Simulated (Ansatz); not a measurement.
[AlH2···H···CH2], triplet along the distance Al1-H4

Starting geometry:

```xyz
7

Al   -1.1170    0.0000    0.0000
H    -1.9100    1.3734    0.0000
H    -1.9100   -1.3734    0.0000
H     0.4688    0.0000    0.0000
C     2.3300    0.0000    0.0000
H     2.7444    0.0000    0.9962
H     2.7444    0.0000   -0.9962
```

From there H4 is moved from one fragment to the other while all else, the fragments' distance too, stays fixed, so the hump isn't the reaction's barrier; atoms are numbered as listed. Energies are in eV, counted from the starting geometry at the same level.

Basis cc-pVDZ; Ansatz 0.2.0. Correlated methods freeze the noble-gas cores. R marks a restricted (for open shells ROHF) determinant, U an unrestricted one.

Full CI isn't at hand for all of this; UCCSDT(Q) serves as the reference, and is uncertain by about the last step of the cluster series. The frozen core follows each run's orbitals, which can shift R against U totals by a few meV.

| distance Al1-H4 (Å) | UCCSDT(Q) | error UHF | error RMP2 | error BCCD(T) | error RCCSDT | error UCCSDT | error RCCSDT(Q) |
| --- | --- | --- | --- | --- | --- | --- | --- |
| 1.475 | 0.092 | -0.057 | -0.015 | -0.002 | 0.000 | 0.000 | 0.000 |
| 1.586 | 0.000 | 0.000 | 0.000 | 0.000 | 0.000 | 0.000 | 0.000 |
| 1.696 | 0.021 | 0.081 | 0.026 | 0.003 | 0.001 | 0.001 | 0.000 |
| 1.806 | 0.044 | 0.181 | 0.052 | 0.006 | 0.002 | 0.002 | 0.000 |
| 1.916 | -0.031 | 0.279 | 0.016 | 0.008 | 0.003 | 0.003 | 0.000 |
| 2.027 | -0.253 | 0.342 | -0.017 | 0.007 | 0.003 | 0.003 | 0.000 |
| 2.137 | -0.577 | 0.344 | -0.019 | 0.005 | 0.002 | 0.002 | 0.000 |
| 2.247 | -0.889 | 0.298 | -0.038 | 0.003 | 0.001 | 0.001 | 0.000 |
| 2.357 | -1.020 | 0.231 | -0.060 | 0.001 | 0.001 | 0.001 | 0.000 |

Errors are those of relative energies. In total energy the starting point itself misses UCCSDT(Q) by: UHF 6.149, RMP2 1.356, BCCD(T) 0.029, RCCSDT 0.005, UCCSDT 0.004, RCCSDT(Q) 0.001 eV.

Spread of the error over the points with a reference, to 2.357 Å (largest less smallest): RCCSDT(Q) 0.000, UCCSDT 0.003, RCCSDT 0.003, BCCD(T) 0.010, RMP2 0.112, UHF 0.401 eV.
